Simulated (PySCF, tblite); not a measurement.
Isomers of C4H3P, one GFN2-xTB conformer each. Single-point energies are computed at PBE0/pcSseg-1 (PySCF, gas phase, no added dispersion term), electronic only.

**Question.** Rank them by PBE0/pcSseg-1 energy, lowest first (kJ/mol).
A. `C#CCC#P`
B. `C1P(C=1)C#C`
C. `C(#P)C#CC`

**Answer.** C (0.0), A (76.9), B (133.0).

As drawn, the highest has a three-membered ring and a C=C bond outside aromatic rings, which the lowest lacks. GFN2-xTB itself gives, in the same order: 0.0, 64.4, 154.8. Both levels put the same isomer lowest; measured from each level's own lowest isomer, the values differ by up to 21.8 kJ/mol (C#CP1C=C1: 154.8 against 133.0).

**Question.** Which frontier levels, dipoles and rotational constants go with these structures?

**Answer.** 
| SMILES | HOMO (eV, PBE0/pcSseg-1) | LUMO (eV) | dipole (D) | A, B, C (MHz) |
| --- | --- | --- | --- | --- |
| CC#CC#P | -6.99 | -1.89 | 2.74 | 159244, 1319, 1319 |
| C#CCC#P | -7.65 | -1.25 | 1.11 | 14125, 1928, 1715 |
| C#CP1C=C1 | -7.34 | -0.74 | 1.55 | 10544, 3016, 2723 |

**Question.** What happens when harmonic zero-point energies from GFN2-xTB frequencies are added?

**Answer.** 
```tsv
SMILES	ZPE (kJ/mol)	electronic (kJ/mol)	with ZPE (kJ/mol)
CC#CC#P	134.7	0.0	0.0
C#CCC#P	133.6	76.9	75.8
C#CP1C=C1	126.0	133.0	124.3
```

The zero-point energies span 8.7 kJ/mol. The order is unchanged.
